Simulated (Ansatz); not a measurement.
The first iterations of a band of AlClH$_{3}$N (6 atoms, charge 0, multiplicity 1).

Level of theory: Ansatz, RKS BHLYP/def2-SVPD.

| Quantity | Value |
| --- | --- |
| movable images | 5 |
| climbing image | yes |
| spring | 5.0 eV/Å² |
| optimiser | quadratic models (default) |
| start path | through a guess of the saddle point |
| force threshold | 0.05 eV/Å |
| iteration limit | 60 |
| end points | relaxed |

Initial state:

```xyz
6
Properties=species:S:1:pos:R:3
N -0.637 0.255 -0.720
Al 0.478 -0.064 0.605
Cl 1.419 -1.957 0.652
H -1.147 1.112 -0.844
H -0.853 -0.393 -1.457
H 0.782 0.982 1.718
```

Final state:

```xyz
6
Properties=species:S:1:pos:R:3
N -0.638 0.254 -0.718
Al 0.477 -0.064 0.607
Cl 1.409 -1.961 0.655
H -0.870 -0.402 -1.444
H -1.128 1.120 -0.857
H 0.791 0.989 1.711
```

| iteration | highest image above the first end (eV) | largest band force component (eV/Å) |
| --- | --- | --- |
| 1 | 16.292 | 78.110 |
| 2 | 11.893 | 56.597 |
| 3 | 4.565 | 27.102 |
| 4 | 2.044 | 13.571 |

Problem. Does the band converge within its limit, and where does its top end?

Solution. The run converged. It ended after 12 iterations with the highest image 0.395 eV above the first end. A vibrational analysis at the climbing image gives one clearly imaginary mode, 412i cm⁻¹: a first-order saddle point.

The run took 84 s on 2 threads of AMD EPYC 9R14 (Zen 4) (shared host), peak memory 0.2 GiB.
